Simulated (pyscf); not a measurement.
H₂N–SiH₂–F + H• -> F–SiH₂• + NH₃, a substitution at N (doublet surface; N–Si broken, H–N formed). Single points on ωB97X-D3(BJ)/def2-SVP structures (PySCF, gas phase). Correlated levels are frozen-core, on RHF or UHF. ΔMP2 is the change of the MP2 total energy from the triple- to the quadruple-zeta basis. Energies in kcal/mol from the separated reactants.

Small-basis levels: PySCF, no dispersion term, spherical d functions. AM1 to PM7: differences of heats of formation from MOPAC. Open shells are spin-unrestricted. 

| level | barrier | reaction energy |
|---|---|---|
| HF/6-31G* | 43.5 | +7.1 |
| MP2/6-31G* | 34.1 | +12.0 |
| SVWN5/6-31G* | (withheld) | +4.8 |
| BP86/6-31G* | 9.5 | -2.0 |
| B3LYP/3-21G | 14.0 | +6.5 |
| B3LYP/6-31G* | 16.5 | +0.1 |
| B3LYP/6-311+G** | (withheld) | -4.1 |
| PM6 | 5.5 | +12.6 |
| PM7 | -7.3 | -12.0 |
| CCSD(T)/def2-TZVPP + ΔMP2(QZVPP) | (withheld) | +2.2 |

### Question
Complete the blanks.

### Answer

- SVWN5/6-31G*, barrier: 4.0
- B3LYP/6-311+G**, barrier: 13.5
- CCSD(T)/def2-TZVPP + ΔMP2(QZVPP), barrier: 20.5

Against the last row the barrier runs from -27.8 (PM7) to +23.0 kcal/mol (HF/6-31G*); B3LYP/6-31G* happens to lie closest here (4.0 kcal/mol apart). At SVWN5/6-31G*, PM6, PM7 this geometry lies under one side, so the entry may be no barrier of that level: it is a single point on another level's saddle. CCSD(T)/def2-TZVPP + ΔMP2(QZVPP) has limits of its own. On the product side the descent ends in a complex, 6.9 kcal/mol under the separated species and 25.8 kcal/mol under the saddle at ωB97X-D3(BJ)/def2-TZVP. At ωB97X-D3(BJ) the barrier from the zero used here is 23.7 kcal/mol. The same reactants have a lower exit, to H₂N–SiH•–F + H₂ (barrier +6.2 kcal/mol at ωB97M-D3(BJ), against +21.2 kcal/mol here). This is the saddle that the search found; another between the same sides may lie lower. The angle at the attacked N is 130°. The CCSD(T) − MP2 part came from Ansatz, without density fitting, on the same reference.
